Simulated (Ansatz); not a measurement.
[OH···H···SiH], doublet: transfer scan

Starting geometry:

```yaml
atoms:
  - { symbol: O, position_ang: [-1.7301, 0.0118, 0.0000] }
  - { symbol: H, position_ang: [-1.9794, 0.9384, 0.0000] }
  - { symbol: H, position_ang: [-0.7705, 0.0118, 0.0000] }
  - { symbol: Si, position_ang: [1.0329, 0.0118, 0.0000] }
  - { symbol: H, position_ang: [1.4294, -1.4677, 0.0000] }
```

From there H3 is moved from one fragment to the other while all else, the fragments' distance too, stays fixed; atoms are numbered as listed. Energies are in kcal/mol, counted from the starting geometry at the same level. Kohn–Sham curves are unrestricted where that lies lower.

Basis cc-pVDZ; Ansatz 0.2.0. Correlated methods freeze the noble-gas cores. R marks a restricted (for open shells ROHF) determinant, U an unrestricted one.

Unrestricted rows (U, and Kohn–Sham where it breaks symmetry) aren't spin-pure: their determinants' ⟨S²⟩ exceeds S(S+1) by up to 0.50, so they mix in states of higher spin. Coupled cluster chose its determinant by trial CCSD, here up to 0.08 eV above the lowest Hartree–Fock solution of its kind. A value is left out where its run failed or describes another state than the reference as far as symmetry and spin tell, or, spin-broken singlets apart, can't be checked. The reference follows the lowest state, whose symmetry changes from A'' to A' between 1.011 and 1.115.

In so small a basis the reference is far from its limit while semilocal and hybrid functionals are nearer theirs (RPA and double hybrids share much of the reference's basis error), so the functionals' errors here hold much of the reference's basis and frozen-core error, which can add to them or hide them.

Full CI isn't at hand for all of this; UCCSDT(Q) serves as the reference, and is uncertain by about the last step of the cluster series.

| distance O1-H3 (Å) | UCCSDT(Q) | PBE0 | B3LYP | wB97X-V | wB97M-V | B2PLYP |
| --- | --- | --- | --- | --- | --- | --- |
| 0.892 | 2.3 | 2.9 | 3.0 | 2.4 | 2.3 | 2.5 |
| 0.960 | 0.0 | 0.0 | 0.0 | 0.0 | 0.0 | 0.0 |
| 1.011 | 2.2 | – | – | – | – | 2.0 |
| 1.063 | – | 4.9 | 4.3 | 5.1 | 5.2 | 5.6 |
| 1.115 | 11.9 | 8.9 | 8.0 | 9.3 | 9.6 | 9.9 |
| 1.167 | 17.1 | 13.5 | 12.2 | 14.1 | 14.6 | 14.7 |
| 1.219 | 22.4 | 18.5 | 16.7 | 19.2 | 19.7 | 19.8 |
| 1.271 | – | 23.6 | 21.4 | 24.2 | 24.9 | 25.2 |
| 1.323 | – | 28.9 | 26.3 | 29.4 | 30.1 | 31.0 |
